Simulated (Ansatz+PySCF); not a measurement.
The numbers below are computed, except where a source is named.
Input for Ansatz (development build ahead of 0.2.0):

```yaml
crystal:
  periodic: [false, false, false]
  atoms:
    - { symbol: F, position_ang: [0.0, 0.0, -1.34204] }
    - { symbol: F, position_ang: [0.0, 0.0, 1.34204] }
basis:
  gaussian: { orbitals: STO-3G }
hamiltonian:
  xc: pbe0
output:
  forces: true
```

The input is written out in the form of the current development build from the run's settings.

Output:

* Converged: yes
* Total energy: -196.26283 hartree
* Spin squared of the determinant: 0.000
* Stability test: minimum among restricted orbitals

Forces (eV/Å):
```json
{"atom": "F1", "Fx": "0.000", "Fy": "0.000", "Fz": "1.606"}
{"atom": "F2", "Fx": "0.000", "Fy": "0.000", "Fz": "-1.606"}
```

Caution: an unrestricted determinant lies well below.
